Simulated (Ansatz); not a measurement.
System: Te3As2 (C2/m, No. 12). Method: LDA (plane waves, PAW; Ansatz, a first-principles code).

Run with plane-wave cutoff 500 eV, 10×10×4 k mesh (along the axes of the cell as run), gaussian smearing 0.02 eV, scalar-relativistic PAW data made under PBE.

Cell (relaxed at this level):

```
As2Te3
1.0
    6.97391    -2.00351    -0.13654
    6.97391     2.00351    -0.13654
   -0.88971     0.00000     9.61546
Te As
6 4
Direct
  0.02714   0.02714   0.28410
  0.97286   0.97286   0.71590
  0.78192   0.78192   0.34169
  0.21808   0.21808   0.65831
  0.37781   0.37781   0.03933
  0.62219   0.62219   0.96067
  0.61368   0.61368   0.44806
  0.38632   0.38632   0.55194
  0.19999   0.19999   0.14157
  0.80001   0.80001   0.85843
```

Task: Estimate the band gap that the calculation returns.

Result: 
- band gap = 0.15 eV (on the SCF k mesh)

Measured, for comparison: band gap 0.4 eV (4 K, zero-point motion not removed, scanning tunnelling spectroscopy; as tabulated in Electronic band gap of van der Waals α-As2Te3 crystals, HAL hal-03321708).

Note: the volume lies 5 % below that of the published cell.

Spin–orbit coupling is not included; with these elements it can move the gap by several tenths of an eV or more.

Static lattice: no zero-point or thermal effects.
